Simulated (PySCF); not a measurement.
Molecule: `[O-][S@](=O)CF`, [CH₂FO₂S]-.

Bonds (- single, = double, # triple, : aromatic): O1=S2, S2-O3, S2-C4, C4-F5. C4 carries H6, H7. Formal charges: O3 -1. Stereochemistry as in O=[S@@]([O-])CF.

Total charge -1. H6 is pro-R; H7 is pro-S.

Frames of a GFN2-xTB Langevin trajectory at 300 K; GIAO PBE0/pcSseg-1 shieldings in PySCF, gas phase, non-relativistic; equivalent atoms averaged within each frame.

Referencing at the same level of theory: ¹⁷O (336.08 ppm) vs H2O; CS2 for ³³S (503.73 ppm); ¹³C (186.93 ppm) and ¹H (31.72 ppm) vs TMS; ¹⁹F (170.95 ppm) vs CFCl3. The references are static minima.

Task: How do the shifts (ppm) fluctuate along the trajectory?

Result: 
```tsv
time (fs)	O1	O3	S2	C4	F5	H7	H6
250	222.2	218.6	456	117.0	-237.7	3.69	3.54
425	240.0	202.9	504	118.1	-252.3	4.85	3.16
625	227.6	257.5	518	128.8	-237.2	4.53	4.34
800	205.2	209.1	454	121.8	-222.8	3.92	4.17
1000	215.6	252.5	503	125.6	-224.5	4.01	4.40
mean of frames	222.1	228.1	487	122.3	-234.9	4.20	3.92
standard deviation	13.0	25.2	30	4.9	11.9	0.47	0.54
```

5 frames give an uncertainty of the mean of about the standard deviation over 2.2 at best, since frames this close in time may not be independent; classical motion lacks zero-point vibration, and the reference would need the same averaging.
